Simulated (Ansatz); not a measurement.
in.yaml

```yaml
crystal:
  periodic: [false, false, false]
  atoms:
    - {symbol: Al, position_ang: [0.000000, 0.000000, 1.352626]}
    - {symbol: P, position_ang: [0.000000, 1.064756, -0.636684]}
    - {symbol: P, position_ang: [0.000000, -1.064755, -0.636684]}
    - {symbol: H, position_ang: [0.000000, 0.000000, 2.921863]}
basis:
  gaussian: {orbitals: STO-3G}
magnetization: {spin_polarized: false, initial_magnetization: 2}
correlation: {method: ccsdt_q_b, electrons: outside_noble_gas}
scf: {lower_state_search: full}
```

```sh
$ ansatz run in.yaml --threads 1 --pin off --events-out ev --progress --plain --max-ram 2393MiB
```

The program prints:

```
505 factors; integrals over basis functions are off by at most 2.7e-8 eV
mean field evaluation 1: about -24850.4436 eV, gradient 1.7e1 eV
mean field evaluation 2: about -24850.4604 eV, gradient 1.7e1 eV
mean field evaluation 4: about -24852.1705 eV, gradient 1.0e0 eV
mean field evaluation 8: about -24852.1760 eV, gradient 1.4e-6 eV
mean field evaluation 16: about -24852.3234 eV, gradient 5.9e-6 eV
mean field evaluation 32: about -24852.1760 eV, gradient 3.8e-6 eV
mean field evaluation 64: about -24852.1916 eV, gradient 3.8e-1 eV
mean field evaluation 96: about -24784.0076 eV, gradient 1.0e2 eV
mean field evaluation 128: about -24852.2516 eV, gradient 5.9e-2 eV
mean field evaluation 160: about -24851.6176 eV, gradient 8.9e0 eV
...
cycle   9  -3.85690937 eV  change   -3.9e-4 eV  update   2.9e-4
cycle  10  -3.85682908 eV  change    8.0e-5 eV  update   1.3e-4
cycle  11  -3.85687175 eV  change   -4.3e-5 eV  update   6.0e-5
cycle  12  -3.85686126 eV  change    1.0e-5 eV  update   2.5e-5
cycle  13  -3.85686831 eV  change   -7.0e-6 eV  update   1.3e-5
cycle  14  -3.85687362 eV  change   -5.3e-6 eV  update   6.5e-6
cycle  15  -3.85687651 eV  change   -2.9e-6 eV  update   3.4e-6
cycle  16  -3.85687356 eV  change    3.0e-6 eV  update   1.8e-6
cycle  17  -3.85687217 eV  change    1.4e-6 eV  update   8.7e-7
cycle  18  -3.85687135 eV  change    8.2e-7 eV  update   3.6e-7
perturbative correction -0.02184268 eV, -0.0008027036 hartree
WARN: these amplitudes may be one of several solutions (largest doubles amplitude 0.11, level shift 0.05 eV)
Total energy: -24856.05471262 eV, -913.4431626499 hartree
```

Ran on 1 thread of Arm Neoverse V2, shared host: 5 s wall, 0.17 GiB peak host memory.
